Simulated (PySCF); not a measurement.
Computed with PBE0-D4/def2-TZVP run with PySCF 2.14.0. All species are isolated molecules in the gas phase. 

Reference species (SMILES): `[CH2]C` (neutral, multiplicity 2).

```json
{
 "highest_occupied_spin_orbital": "-5.93 eV"
}
```

Changed species: `[BH2]` (radical fragment; the reference has radical fragment).

Question: What does the change do to the highest occupied spin orbital?

Answer: the highest occupied spin orbital drops by 0.23 eV, to -6.16 eV.
